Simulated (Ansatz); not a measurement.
`FCF`, charge 0, multiplicity 1.

Question: Give a relaxed structure at PBE0-D4/def2-TZVP (the Gaussian-basis code of Ansatz). (Best estimate.)

Answer: Ansatz gave: 
```xyz
5

F    -0.304    0.962   -0.834
C    -0.020    0.001    0.071
F     0.691   -0.972   -0.541
H     0.592    0.436    0.866
H    -0.958   -0.426    0.438
```
Point group C2v.
